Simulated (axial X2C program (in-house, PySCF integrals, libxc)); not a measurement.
**Low determinants of BH at the PBE0 level, two-component**

All values were computed with an in-house all-electron X2C program for linear molecules (integrals from PySCF). Two-component (2c) means X2C with spin–orbit coupling and atomic mean-field two-electron Coulomb and Gaunt terms. Basis: B dyall-v4z [8s7p3d2f1g], H dyall-v4z [7s3p2d1f] (cores contracted in-house); Gaussian nuclei, density fitting, unrestricted open shells. Masses: B 11.009 u, H 1.008 u.

Search at 1.240 Å (vertical energies from the lowest determinant):

| ΔE (eV) | state | electrons beyond evenly filled partner blocks | electrons in ±ω = 1/2, 3/2, 5/2, 7/2 |
| --- | --- | --- | --- |
| 0.00 | Ω = 0 | none | 6 0 0 0 |
| 1.00 | Ω = 2 | ω = 1/2, ω = 3/2 | 5 1 0 0 |
| 1.69 | Ω = 1 | 2 × ω = 1/2 | 6 0 0 0 |
| 1.69 | Ω = 1 | ω = -1/2, ω = 3/2 | 5 1 0 0 |
| 5.47 | Ω = 0 | none | 4 2 0 0 |

Lowest determinant, Ω = 0 (closed shell): Re = 1.240 Å, ωe = 2327.8 cm⁻¹.

The determinant in row 2 of the search, Ω = 2 (⟨Sz⟩ = 1.00, ⟨Lz⟩ = 1.00 at PBE0), was followed along the bond at PBE0; measured from the minimum of the lowest determinant it gives:

Te = 0.974 eV (7855 cm⁻¹), Re = 1.193 Å, ωe = 2632.9 cm⁻¹.

The determinant in row 3 of the search, Ω = 1 (⟨Sz⟩ = 0.00, ⟨Lz⟩ = 1.00 at PBE0), was followed along the bond at PBE0; measured from the minimum of the lowest determinant it gives:

Te = 1.681 eV (13560 cm⁻¹), Re = 1.206 Å, ωe = 2501.3 cm⁻¹.

Q: Compare the bond of the determinant in row 2 with that of the lowest one.

A: At PBE0 its Re is 0.047 Å shorter and its force constant, which goes as ωe², is 1.28 times that of the lowest determinant. T0 ≈ Te + Δωe/2 = 7855 + (153) = 8008 cm⁻¹.

The search compares states at one distance, so a state with another bond length can lie lower; it is not exhaustive and yields mostly the lowest determinant of each block pattern, so other components and higher states of one pattern are missing. These are energies of single determinants, not of spin-adapted states; PBE0 term energies can be off by some tenths of an eV, and the functional has no current term. Open-shell Ω = 0 determinants with evenly filled partner blocks cannot be reached by this program, so the Ω shown need not be the lowest component.
